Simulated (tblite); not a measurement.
1,1-difluoroethane, C₂H₄F₂.
Z-matrix (Å and degrees, GFN2-xTB geometry), rows numbered from 1:
```
C 
C   1  1.5125
F   2  1.3567  1  110.89
F   2  1.3567  1  110.84  3   117.45
H   1  1.0874  2  109.32  3   -58.88
H   1  1.0858  2  109.52  3    60.99
H   1  1.0858  2  109.45  3  -178.70
H   2  1.1013  1  113.90  3  -121.29
```

All values are computed: GFN2-xTB (tblite) harmonic vibrations without scaling, gas phase. Against measured fundamentals such values can be off by several per cent, at times by over 20.

Task: How many normal modes are there?

Result: 8 atoms, non-linear: 3N − 6 = 18.

Task: What is the point group of the computed structure, and how do the modes divide by symmetry?

Result: Cs. The vibrations span 11 a′ + 7 a″.

Task: How many distinct wavenumbers does the calculation give?

Result: 18: Cs has no degenerate species.

Task: How many fundamentals are allowed in the infrared by symmetry?

Result: 18 of 18: in Cs every mode is allowed. All fundamentals are allowed in the Raman spectrum.

Task: Which of the modes above 1550 cm⁻¹ are stretches that can be named?

Result: sp3 C–H 2888, 3056, 3064, 3068 cm⁻¹.

Task: How far is the lowest real mode excited at 298.15 K, as a harmonic oscillator?

Result: θ = hcν̃/k = 249 K for 173.2 cm⁻¹, so N1/N0 = 0.43 and ⟨v⟩ = 1/(exp(θ/T) − 1) = 0.77.

Task: How are the modes spread over the spectrum?

Result: 1 under 200 cm⁻¹; 3 from 200 to 600 cm⁻¹; 2 from 600 to 1000 cm⁻¹; 8 from 1000 to 1550 cm⁻¹; 4 above 2600 cm⁻¹.

Task: Convert 3067.9 cm⁻¹, one of the modes, to μm, THz, fs a period, meV and kJ/mol.

Result: 3.26 μm, 91.97 THz, 10.9 fs, 380.4 meV or 36.7 kJ/mol.

Hardware: one thread, Arm Neoverse V1, on a shared host. The figure is for the frequency step alone.
